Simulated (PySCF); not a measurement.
Species: C5H9N.
SMILES: `CC(C)[C@H]1C=N1`

Torsions of this conformer, `[CH3:1][CH:2]([CH3:3])[C@H:4]1[CH:5]=[N:6]1`: C1–C2–C4–C5 -144°.

The closed-shell ground state was solved at several levels (PySCF, density fitting, gas phase, non-relativistic). The structure is a single GFN2-xTB conformer in the gas phase; no vibrational or solvent corrections.

```csv
level,basis functions,total energy (Eh),HOMO (eV),LUMO (eV),gap (eV),dipole (D)
CAM-B3LYP/def2-SVPD,192,-250.3099,-8.96,0.54,9.50,2.25
B3LYP/pcJ-1,252,-250.6410,-7.23,-0.74,6.49,2.19
```

Estimate the row for PBE0/pcSseg-1, a basis of 147 functions; the other rows only guide the guess.

Total energy -250.2902 Eh, HOMO -7.49 eV, LUMO -0.49 eV, gap 7.00 eV, dipole 2.21 D.

Over all these levels, which gives the widest orbital gap and which the narrowest?

CAM-B3LYP/def2-SVPD (range-separated hybrid) has the widest, 9.50 eV, and B3LYP/pcJ-1 (global hybrid, 20 % exact exchange) the narrowest, 6.49 eV. Functional and basis both differ between the two, so the spread mixes both effects.

How far do the dipole and the HOMO energy spread over the levels?

The dipole runs from 2.19 to 2.25 D (mean 2.22 D) and the HOMO from -8.96 to -7.23 eV.
